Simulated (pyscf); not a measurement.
**Routes from HO–AsH₂ + AsH₃**

Candidate steps break at most two bonds and form at most two. Each was searched with GFN2-xTB (tblite) first. Optimised with ωB97X-D3(BJ)/def2-SVP in PySCF. Energies: ωB97M-D3(BJ)/def2-TZVP, kcal/mol, from the separated reactants, singlet surface.

```tsv
products	type	ΔE‡	ΔE	ΔG‡ 298 K	ΔG‡ 900 K	ν‡ (cm⁻¹)
H₂As–AsH₂ + H₂O	four-centre exchange	37.0	-13.3	47.3	66.8	410i
H₂As–O–AsH₂ + H₂	four-centre exchange	56.7	+9.6	64.5	85.0	1311i
HO–AsH–AsH₂ + H₂	four-centre exchange	60.5	-2.1	69.3	89.5	1231i
```

Plain bond fissions and candidates not yet searched are not listed, and one of them may be faster. Each barrier is that of the saddle found; lower ones may exist. Elements up to Kr have no core potential and no relativistic terms here.
